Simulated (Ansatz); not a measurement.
Compare A (`N=CSCO`) with its isomer B (`N=C(S)CO`).

Calculated with Ansatz (gas phase, PBE0-D4/def2-TZVP geometries, no zero-point term in ΔE). CCSD(T)/CBS adds triple-zeta CCSD(T) − MP2 to the extrapolated MP2 energy (def2 sets, frozen cores). Functionals use def2-TZVPP. B3LYP here is the variant with VWN-RPA as its local correlation; programs differ in this. Each species was taken in one conformer, which may not be the lowest.

A:

Z-matrix (Å, degrees):
```
C
O 1 1.397
S 1 1.807 2 115.2
H 1 1.096 2 112.9 3 -120.0
H 1 1.091 2 106.9 3 120.8
H 2 0.962 1 108.8 3 53.3
C 3 1.768 1 101.3 2 67.3
N 7 1.258 3 130.4 1 -8.4
H 7 1.093 3 110.1 1 171.4
H 8 1.019 7 113.0 3 -3.3
```

B:

Z-matrix (Å, degrees):
```
C
O 1 1.407
C 1 1.514 2 114.8
H 1 1.094 2 112.7 3 -122.6
H 1 1.094 2 106.2 3 119.1
H 2 0.961 1 108.6 3 69.8
S 3 1.768 1 116.4 2 37.4
N 3 1.263 1 118.8 2 -145.3
H 7 1.345 3 95.2 1 -8.5
H 8 1.019 3 112.9 1 -176.6
```

Which is lower in electronic energy at CCSD(T)/CBS, and by how much? (Best estimate.)

Computed: B, by 3.8 kcal/mol.

Give E(B) − E(A) in kcal/mol with B3LYP-D4, CCSD/def2-TZVPP, B3LYP, r2SCAN-D4, MP2/def2-TZVPP, CCSD(T)/def2-TZVPP, B2PLYP. (Estimate.)

Computed: B3LYP-D4 -3.4, CCSD/def2-TZVPP -4.5, B3LYP -3.4, r2SCAN-D4 -3.4, MP2/def2-TZVPP -4.0, CCSD(T)/def2-TZVPP -4.1, B2PLYP -3.6. None reverses the order clearly.

Largest T1 diagnostic: 0.014.

In def2-TZVPP, CCSD(T) changes the Hartree–Fock value by +0.8 kcal/mol (the triples alone add +0.4 kcal/mol) and MP2 by +0.9 kcal/mol. From PBE to PBE0 (25 % exact exchange), in def2-TZVPP and without D4, E(B) − E(A) moves by −0.9 kcal/mol.
